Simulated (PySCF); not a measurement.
Species: P₂F₄.
SMILES: `FP(F)P(F)F`

Torsions of this conformer, `[F:1][P:2]([F:3])[P:4]([F:5])[F:6]`: F1–P2–P4–F5 -179°.

The closed-shell ground state was solved at several levels (PySCF, density fitting, gas phase, non-relativistic). Isolated species at its PBE0-D3(BJ)/def2-SVP geometry (one conformer only).

| level | basis functions | HOMO (eV) | LUMO (eV) | gap (eV) | dipole (D) |
| --- | --- | --- | --- | --- | --- |
| PBE0/aug-cc-pVDZ | 146 | -7.53 | -1.91 | 5.62 | 0.04 |
| PBE0/cc-pVTZ | 188 | -7.33 | -1.70 | 5.63 | 0.04 |
| PBE0/cc-pVDZ | 92 | -7.21 | -1.45 | 5.76 | 0.04 |
| PBE0/pcSseg-0 | 62 | -7.75 | -1.92 | 5.83 | 0.05 |

Q: What might PBE0/IGLO-III (228 basis functions) give for the same quantities?

A: HOMO -7.42 eV, LUMO -1.76 eV, gap 5.66 eV, dipole 0.04 D.

Q: How much does the basis alone move the frontier levels among the 5 PBE0 rows (the withheld one included)?

A: The HOMO by 0.54 eV and the LUMO by 0.47 eV. By rising basis size (HOMO, LUMO in eV): pcSseg-0 -7.75, -1.92; cc-pVDZ -7.21, -1.45; aug-cc-pVDZ -7.53, -1.91; cc-pVTZ -7.33, -1.70; IGLO-III -7.42, -1.76.

Q: How far do the dipole and the HOMO energy spread over the levels?

A: The dipole runs from 0.04 to 0.05 D (mean 0.04 D) and the HOMO from -7.75 to -7.21 eV.
